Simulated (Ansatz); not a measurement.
fcc Ir was calculated with PBEsol (plane waves, PAW; Ansatz, an electronic-structure program).

Numerical settings: plane-wave cutoff 520 eV, 30×30×30 k mesh, Fermi–Dirac smearing 0.077 eV (set by the program), no spin polarisation, scalar-relativistic PAW data made under PBE.

Cell (relaxed at this level):

```
CELL_PARAMETERS angstrom
      0.00000     1.91516     1.91516
      1.91516     0.00000     1.91516
      1.91516     1.91516     0.00000
ATOMIC_POSITIONS crystal
  Ir 0.00000 0.00000 0.00000
```

Question: Estimate the elastic constant C44, Poisson ratio, polycrystal shear modulus (Hill average), elastic constant C12 and elastic constant C11 that the calculation returns.

Answer: 
* **elastic constant C44**: 283 GPa
* **Poisson ratio**: 0.240
* **polycrystal shear modulus (Hill average)**: 244 GPa
* **elastic constant C12**: 257 GPa
* **elastic constant C11**: 646 GPa

Measured, for comparison: elastic constant C44 262 GPa, elastic constant C12 249 GPa, elastic constant C11 590 GPa (temperature not stated, no zero-point or thermal correction; as tabulated in Mehl and Papaconstantopoulos (1996), arXiv:mtrl-th/9602003). Computed (rounded) less measured: elastic constant C44 +8 %, elastic constant C12 +3 %, elastic constant C11 +9 %. A static lattice is as a rule a little smaller and stiffer than an uncorrected measurement, which narrows the difference in the elastic constant C44, elastic constant C12, elastic constant C11 and would widen misses of the other sign.

Elastic constants are with the ions relaxed.

Spin–orbit coupling is not included.

The computed numbers hold no vibrational or temperature effects.
